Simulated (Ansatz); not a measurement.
We consider diamond, described by r²SCAN+rVV10 (Ansatz, a program for electronic structure, PAW).

Run with plane-wave cutoff 560 eV, 16×16×16 k mesh, Fermi–Dirac smearing 0.01 eV, scalar-relativistic PAW data made under PBE.

The cell is scaled about its equilibrium volume:

```
V (Å³/atom)  P (GPa)  direct gap at Γ (eV)  smallest gap on the k mesh (eV)
-----------  -------  --------------------  -------------------------------
5.291          31.49                 6.071                            4.489
5.403          20.02                 6.011                            4.438
5.516           9.57                 5.952                            4.389
5.628           0.05                 5.895                            4.342
5.741          -8.62                 5.839                            4.296
5.853         -16.52                 5.784                            4.251
5.966         -23.71                 5.730                            4.207
```

The fundamental gap (4.34 eV at the equilibrium volume, with added k points) lies elsewhere than Γ–Γ.
